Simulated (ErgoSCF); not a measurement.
# OH− (hydroxide) at 6 levels

We compute a comparison of 6 runs (B3PW91(Ergo)/4-31G, UBP86/DunningTZ, UB3LYP5 with 15 % exact exchange/pcseg-1, UBLYP/cc-pVDZ, BHandH/aug-cc-pCVDZ, B3LYP5/cc-pVTZ) of OH− (hydroxide). 

The calculation is run with ErgoSCF 3.8.

6 further runs of the same task are left out: 4 that didn't finish, 2 set aside as unsound or not needed.

**1. The system as given**

OH−: 2 atoms, total charge -1, spin state singlet. As SMILES, `[OH-]`. The coordinates come from a PBE0-D4/def2-TZVPD relaxation.

Bond lengths: O1–H2 0.964 Å.

**2. The energy at B3PW91(Ergo)/4-31G (run 1)**

mol.xyz

```xyz
2

O      0.411800    -0.131800     0.212500
H     -0.411800     0.131800    -0.212500
```

job.ego

```
# HO, B3PW91
set_nthreads("env")
XC.type = "GC2"
basis = "4-31G"
charge = -1
scf.max_number_of_iterations = 100
tmpdir = "."
scf.use_diagonalization = 1
scf.output_mulliken_pop = 1
scf.convergence_threshold = 1e-06
molecule "mol.xyz"
run "B3PW91"
```

Started as:

```bash
$ ergo job.ego
```

What it wrote:

```text
[...]
INDF Weighted mixed functional:
[...]
INSC Energy   1 =        -52.66690579943
[...]
INDE E_LUMO =          0.42904867123
[...]
INSC Energy  13 =        -75.59377451710  ( diff     -0.000000000007958 )
[...]
RESC CONVERGED after  13 iterations.
RESC FINAL ENERGY:        -75.59377451710
[...]
INSC SCF: dipole_moment_x [atomic units] =      -1.10204813
INSC SCF: dipole_moment_y [atomic units] =       0.35271970
INSC SCF: dipole_moment_z [atomic units] =      -0.56868578
[...]
```

Wall time 0.68 s (1 thread of Arm Neoverse V1, shared host).

**3. A single-point energy at UBP86/DunningTZ (run 2)**

geom.xyz

```xyz
2
HO
O      0.411800    -0.131800     0.212500
H     -0.411800     0.131800    -0.212500
```

run.inp

```
set_nthreads("env")
molecule "geom.xyz"
scf.starting_guess_disturbance = 0.02
basis = "DunningTZ"
charge = -1
scf.convergence_threshold = 1e-06
tmpdir = "."
scf.max_number_of_iterations = 100
scf.output_mulliken_pop = 1
scf.force_unrestricted = 1
run "BP86"
```

Started as:

```bash
$ ergo < run.inp
```

What it wrote:

```text
[...]
INDF Weighted mixed functional:
[...]
INSC Energy   1 =        -54.15935625857
[...]
INDE PURIFICATION CONVERGED after 30 iterations
[...]
INDE PURIFICATION CONVERGED after 30 iterations
[...]
INDE PURIFICATION CONVERGED after 35 iterations
[...]
INDE E(LUMO) - E(HOMO) <=          0.30792794610 =          8.37914631728 eV
[...]
INSC Energy  25 =        -75.79359845540  ( diff     -0.000000000009820 )
[...]
RESC CONVERGED after  25 iterations.
RESC FINAL ENERGY:        -75.79359845540
RESC FINAL <S2> =          0.00000000004
[...]
INSC SCF: dipole_moment_x [atomic units] =      -1.29676308
INSC SCF: dipole_moment_y [atomic units] =       0.41503969
INSC SCF: dipole_moment_z [atomic units] =      -0.66916432
[...]
```

It took 1.9 s on 1 thread of Arm Neoverse V1, shared host.

Runs 3 to 5 aren't shown in full; the table further down has their settings and results.

**4. The energy at B3LYP5/cc-pVTZ (run 6)**

input.ego

```
# single point, HO
set_nthreads("env")
molecule_inline
O    0.77818922  -0.24906590   0.40156680
H   -0.77818922   0.24906590  -0.40156680
EOF
tmpdir = "."
scf.convergence_threshold = 1e-06
charge = -1
scf.max_number_of_iterations = 80
basis = "cc-pVTZ"
scf.output_mulliken_pop = 1
run "B3LYP"
```

The basis set cc-pVTZ is read from a file made from the Basis Set Exchange's data (not shown).

Started as:

```bash
$ ergo < input.ego
```

What it wrote:

```text
[...]
INDF Weighted mixed functional:
[...]
INSC Energy   1 =        -13.18430891900
[...]
INDE PURIFICATION CONVERGED after 24 iterations
[...]
INDE PURIFICATION CONVERGED after 91 iterations
[...]
INDE PURIFICATION CONVERGED after 33 iterations
[...]
INDE PURIFICATION CONVERGED after 33 iterations
[...]
INDE E(LUMO) - E(HOMO) <=          0.21816718084 =          5.93663145240 eV
[...]
INSC Energy  11 =        -75.75337367518  ( diff     -0.000000000202590 )
[...]
RESC CONVERGED after  11 iterations.
RESC FINAL ENERGY:        -75.75337367518
[...]
INSC SCF: dipole_moment_x [atomic units] =      -1.05225729
INSC SCF: dipole_moment_y [atomic units] =       0.33678327
INSC SCF: dipole_moment_z [atomic units] =      -0.54299498
[...]
```

It took 4.8 s on 1 thread of Arm Neoverse V1, shared host.

**5. All runs side by side**

```
run                                     level           solver  integration grid  energy (Eh)  wall time
  1                        B3PW91(Ergo)/4-31G  diagonalisation               GC2   -75.593775     0.68 s
  2                           UBP86/DunningTZ     purification             Turbo   -75.793598      1.9 s
  3  UB3LYP5 with 15 % exact exchange/pcseg-1     purification             Turbo   -75.654958      1.5 s
  4                             UBLYP/cc-pVDZ     purification               LMG   -75.697291        1 s
  5                       BHandH/aug-cc-pCVDZ     purification             Turbo   -75.338904      2.6 s
  6                            B3LYP5/cc-pVTZ     purification             Turbo   -75.753374      4.8 s
```

**6. What came out**

```
           quantity         value
run 6: total energy  -75.75337 Eh
```

Totals of different functionals can't be ranked against each other. All runs together took 12 s, the longest 4.8 s.
